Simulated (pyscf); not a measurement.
[HN–Ti(Cl)(Cl)–Cl]• + hydrogen (H₂) → H₂N–Ti(Cl)(Cl)–Cl + H atom (H•), a hydrogen abstraction (doublet surface; H–H broken, H–N formed). Optimised with ωB97X-D3(BJ)/def2-SVP in PySCF. Energies in kcal/mol from the separated reactants.

AM1 to PM7: differences of heats of formation from MOPAC, which are fitted to 298 K values and so differ in kind from electronic energies by zero-point and thermal terms. Open shells are spin-unrestricted. 

In single points PM6 puts the saddle at 22.7 kcal/mol and the reaction energy at +35.7 kcal/mol. Should these be trusted to within a few kcal/mol? Compare with ωB97M-D3(BJ)/def2-TZVP.

ωB97M-D3(BJ)/def2-TZVP gives ΔE‡ = 6.5 kcal/mol and ΔE = -11.4 kcal/mol. PM6 lies 16.2 kcal/mol over it in the barrier and 47.0 kcal/mol over it in the reaction energy, so on this step it does not hold to within 3.0 kcal/mol. At PM6 this geometry lies under one side, so its ΔE‡ may be no barrier of that level. ωB97M-D3(BJ)/def2-TZVP has limits of its own. This is the saddle that the search found; another between the same sides may lie lower. The angle at the transferred H is 164°. Open-shell species with a d-block atom are single-reference here; other states, and whether the spin sits on metal or ligand, were not checked.
